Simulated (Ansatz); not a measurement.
**How the elastic constant C11 of rhombohedral A7 Sb moves with the method**

No measured value is used here.

```json
[
 {"level (code)": "LDA (Ansatz)", "value (GPa)": "…", "cell (Å³/atom)": "29.13"},
 {"level (code)": "PBE (Ansatz)", "value (GPa)": "83.8", "cell (Å³/atom)": "31.86"},
 {"level (code)": "PBE-D3(BJ) (Ansatz)", "value (GPa)": "96.3", "cell (Å³/atom)": "29.73"},
 {"level (code)": "r²SCAN+rVV10 (Ansatz)", "value (GPa)": "97.6", "cell (Å³/atom)": "30.65"},
 {"level (code)": "HSE06 (Ansatz)", "value (GPa)": "96.0", "cell (Å³/atom)": "31.05"}
]
```

Q: Fill in the missing entries.

A: 
- LDA (Ansatz, a first-principles code), value (GPa): 100

LDA: LDA has no dispersion term either, though it tends to give short spacings of layers, chains or molecules. PBE, HSE06: the cell comes from a level without a dispersion term, which matters for the spacing of layers, chains or molecules. PBE-D3(BJ): the dispersion coefficients are held fixed in the derivatives. HSE06: hybrids on metals are sensitive to the k mesh. HSE06: the run warned that the count of filled bands differs between k points. Each level is taken at its own relaxed cell. Cutoffs and k meshes differ between the levels. Ansatz's density-functional and Hartree–Fock values are scalar-relativistic unless marked +SOC, with PAW data made under PBE.
